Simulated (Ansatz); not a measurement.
# How the smallest direct gap on the k points sampled of CdAs2 (I4₁22, No. 98; structure not from a measured cell) moves with the method

No measured value is used here.

```
level (code)         value (eV)
-------------------  ----------
LDA (Ansatz)               0.77
PBEsol+SOC (Ansatz)        0.82
HSE06 (Ansatz)             1.51
PBE0 (Ansatz)              2.09
```

Computed values are for a static lattice. Levels without +SOC have no spin–orbit coupling; where heavier elements are present it shifts gaps, mostly down, and can invert bands.  Values are at the PBEsol cell. Cutoffs and k meshes differ between the levels. Ansatz's density-functional and Hartree–Fock values are scalar-relativistic unless marked +SOC, with PAW data made under PBE.

Ansatz is a program for electronic structure.
